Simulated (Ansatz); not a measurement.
acetonitrile (SMILES CC#N) moved off its minimum; all values from Ansatz (a quantum-chemistry and plane-wave program), cores frozen in correlated methods.
(charge 0, multiplicity 1)
```xyz
6

C     -1.1514     0.0429    -0.0557
C      0.2889    -0.0334    -0.0332
N      1.4022    -0.0169    -0.0335
H     -1.5460    -0.8251    -0.6560
H     -1.5771    -0.2397     1.0316
H     -1.5780     0.9060    -0.3898
```

Question: Give the forces (eV/Å), the total energy and the dipole at MP2/aug-cc-pVTZ.

Answer: 
| atom | Fx | Fy | Fz |
|---|---|---|---|
| C1 | -1.006 | -4.950 | 2.950 |
| C2 | -6.855 | 0.588 | -0.123 |
| N3 | 7.129 | -0.083 | 0.038 |
| H4 | 0.430 | 0.981 | 0.320 |
| H5 | 1.059 | 0.994 | -2.354 |
| H6 | -0.758 | 2.471 | -0.831 |
Energy -132.4782 hartree, dipole 3.89 D.
